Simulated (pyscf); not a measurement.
**Elimination: H₂N–SiH: [singlet] → HN=Si: [singlet] + hydrogen (H₂)**

Gas phase, singlet surface, charge 0. Bonds broken: N1–H3, Si2–H5. Bonds formed: H3–H5. PySCF, gas phase, ωB97X-D3(BJ)/def2-SVP geometries.

Transition state (Å):

```xyz
5

N     -1.6454    -0.0298    -0.1828
Si    -1.0709     0.3863     1.3059
H     -0.7058    -0.9964     0.2417
H     -2.3177     0.3929    -0.8143
H     -0.1342    -1.1675     1.0086
```

One imaginary mode, 1751i cm⁻¹; descent along it reached the two sides named.

```
bond    change  reactant side (Å)  saddle  product side
------  ------  -----------------  ------  ------------
N1–H3   breaks              1.016   1.413           2.8
Si2–H5  breaks              1.534   1.839           4.3
H3–H5    forms              2.544   0.972         0.761
```

Electronic energies relative to the reactant's lowest minimum found (kcal/mol):

```json
[
 {"level": "ωB97X-D3(BJ)/def2-TZVP", "barrier": "61.6", "reaction energy": "+23.7", "reverse barrier": "37.9"},
 {"level": "PBE/def2-TZVP", "barrier": "53.3", "reaction energy": "+20.0", "reverse barrier": "33.3"},
 {"level": "r²SCAN/def2-TZVP", "barrier": "56.6", "reaction energy": "+20.5", "reverse barrier": "36.2"},
 {"level": "B3LYP-D3(BJ)/def2-TZVP", "barrier": "58.7", "reaction energy": "+20.3", "reverse barrier": "38.5"},
 {"level": "PBE0-D3(BJ)/def2-TZVP", "barrier": "58.3", "reaction energy": "+24.5", "reverse barrier": "33.8"},
 {"level": "M06-2X/def2-TZVP", "barrier": "59.8", "reaction energy": "+20.2", "reverse barrier": "39.6"},
 {"level": "ωB97M-D3(BJ)/def2-TZVP", "barrier": "59.5", "reaction energy": "+20.9", "reverse barrier": "38.6"},
 {"level": "HF/def2-TZVP", "barrier": "74.7", "reaction energy": "+25.8", "reverse barrier": "48.9"}
]
```

With ωB97M-D3(BJ)/def2-TZVP energies and thermal terms (ideal gas, 1 atm, RRHO with modes under 100 cm⁻¹ raised to 100, one conformer, R ln 2 for chiral ones without a mode under 150 cm⁻¹), in kcal/mol:

```csv
T (K),ΔH‡,ΔG‡,ΔH,ΔG
298,55.0,55.0,+16.7,+9.5
600,54.9,55.1,+17.6,+1.7
900,54.7,55.2,+17.8,-6.3
1200,54.5,55.4,+17.7,-14.3
```

At the saddle there is also a short H–Si contact that neither side keeps. This is the saddle that the search found; another between the same sides may lie lower.
